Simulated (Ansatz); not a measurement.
`C=CC(=C)F` from Hartree–Fock to CCSD(T)

Z-matrix (Å, degrees):
```
C
C 1 1.330
H 1 1.083 2 121.0
H 1 1.083 2 121.3 3 180.0
C 2 1.448 1 124.2 3 -180.0
H 2 1.085 1 120.8 3 -0.0
F 5 1.342 2 114.4 1 -0.0
C 5 1.328 2 126.3 1 180.0
H 8 1.081 5 119.6 2 -0.0
H 8 1.081 5 121.2 2 180.0
```

The species carries charge 0 and has multiplicity 1. All single points use the PBE0-D4/def2-TZVP geometry. It is one conformer, not always the lowest. Frozen core, restricted reference, Ansatz 0.2.0. CBS rows extrapolate triple and quadruple zeta; past MP2 they add the triple-zeta difference.

```json
{"basis": "def2-SVP", "HF (Eh)": "?", "MP2 corr.": "?", "CCSD corr.": "-0.75137", "(T)": "-0.02484", "CCSD(T) total": "?"}
{"basis": "def2-TZVPP", "HF (Eh)": "-253.88060", "MP2 corr.": "-0.88599", "CCSD corr.": "?", "(T)": "?", "CCSD(T) total": "?"}
{"basis": "def2-QZVPP", "HF (Eh)": "-253.89175", "MP2 corr.": "-0.95116", "CCSD corr.": "–", "(T)": "–", "CCSD(T) total": "–"}
{"basis": "CBS(def2)", "HF (Eh)": "-253.89329", "MP2 corr.": "-0.99944", "CCSD corr.": "-1.03097", "(T)": "as TZ", "CCSD(T) total": "-254.96356"}
```

Q: Fill in the withheld values. (Best estimate.)

A: Ansatz gave: def2-SVP HF (Eh): -253.58204; def2-SVP MP2 corr.: -0.70817; def2-SVP CCSD(T) total: -254.35825; def2-TZVPP CCSD corr.: -0.91752; def2-TZVPP (T): -0.03930; def2-TZVPP CCSD(T) total: -254.83742.
